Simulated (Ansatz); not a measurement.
Basis-set extrapolation for `N#CC(O)S` (PBE0-D4/def2-TZVP geometry, frozen core, the Gaussian-basis code of Ansatz). Multiplicity 1, RHF reference.

```tsv
	def2-TZVPP	def2-QZVPP
HF	-604.393262	-604.413215
MP2 correlation	-0.917190	-0.985227
CCSD(T) correlation	-0.985435	not run
```

Energies in hartree. Use E(X) = E(∞) + A·exp(−7.88·√X) for Hartree–Fock and E(X) = E(∞) + B·X^(−2.97) for correlation, with X = 3 and 4, and add CCSD(T) minus MP2 of the smaller set to the MP2 limit.

Problem. What is the CCSD(T) energy at the basis-set limit?

Solution. HF limit: -604.413215 + (-0.019953) × 0.13774 = -604.41596. MP2 limit: -0.985227 + (-0.068037) × 0.74074 = -1.03562. Higher-order term: -0.985435 − (-0.917190) = -0.06825. Total: -605.51983 hartree, 3.84 eV below CCSD(T)/def2-TZVPP.
